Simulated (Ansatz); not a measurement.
**C₂H₅F: single points off equilibrium**

An exercise on one series of results from a longer session: the logs are not shown, and one member is left open.

Program: Ansatz 0.2.0, Gaussian basis. Level of theory: single points in def2-TZVPP. These are calculated values, not measurements.

Correlated methods freeze the cores.

### The system as given

8 atoms, charge 0, spin multiplicity 1.

Atoms are counted from 1 here; the program's logs count them from 0.

Bond lengths: C2–H3 1.081 Å, C2–H4 1.118 Å, C2–C5 1.486 Å, C5–H6 1.080 Å, C5–H7 1.075 Å. Angles: H3–C2–H4 112.6°, H3–C2–C5 119.9°, H4–C2–C5 117.1°, C2–C5–H6 114.2°, C2–C5–H7 117.1°, H6–C5–H7 113.0°.

Geometry (Å):

```xyz
8

F    -1.1451   -0.9928    0.3988
C     0.0748   -0.5272   -0.4511
H     0.7963   -1.3229   -0.3313
H    -0.3279   -0.4651   -1.4925
C     0.2525    0.7518    0.2844
H     1.1598    0.8053    0.8677
H     0.0448    1.6589   -0.2545
H    -0.8119    0.0923    0.8704
```

The first run:

run/in.yaml reads:

```yaml
crystal:
  periodic: [false, false, false]
  atoms:
    - {symbol: F, position_ang: [-1.145100, -0.992800, 0.398800]}
    - {symbol: C, position_ang: [0.074800, -0.527200, -0.451100]}
    - {symbol: H, position_ang: [0.796300, -1.322900, -0.331300]}
    - {symbol: H, position_ang: [-0.327900, -0.465100, -1.492500]}
    - {symbol: C, position_ang: [0.252500, 0.751800, 0.284400]}
    - {symbol: H, position_ang: [1.159800, 0.805300, 0.867700]}
    - {symbol: H, position_ang: [0.044800, 1.658900, -0.254500]}
    - {symbol: H, position_ang: [-0.811900, 0.092300, 0.870400]}
basis:
  gaussian: {orbitals: def2-TZVPP}
correlation: {method: ccsd_t}
output: {forces: true}
```

The command line of these runs was not kept.

Steps of the session up to this table: CCSD(T)/def2-TZVPP; PBE0-D4/def2-TZVPP; wB97M-V/def2-TZVPP; r2SCAN-D4/def2-TZVPP; PBE-D4/def2-TZVPP; CAM-B3LYP-D4/def2-TZVPP; r2SCANh-D4/def2-TZVPP.

One table of the session follows, with a row left open; its other results are not shown here.

```
      method  RMS force component (eV/Å)  angle to CCSD(T) forces (°)  dipole (D)
     CCSD(T)                       1.181                    reference        1.64
     PBE0-D4                       1.156                          6.7        1.59
     wB97M-V                       1.156                          4.9        1.61
   r2SCAN-D4                       1.155                          7.9        1.54
      PBE-D4                       1.140                         12.2        1.45
CAM-B3LYP-D4                           ?                            ?           ?
  r2SCANh-D4                       1.156                          6.5        1.58
```

**Question.** Estimate the row for CAM-B3LYP-D4.

As computed: RMS force component (eV/Å): 1.183; angle to CCSD(T) forces (°): 5.6; dipole (D): 1.66. In the column «RMS force component (eV/Å)» it is the highest.
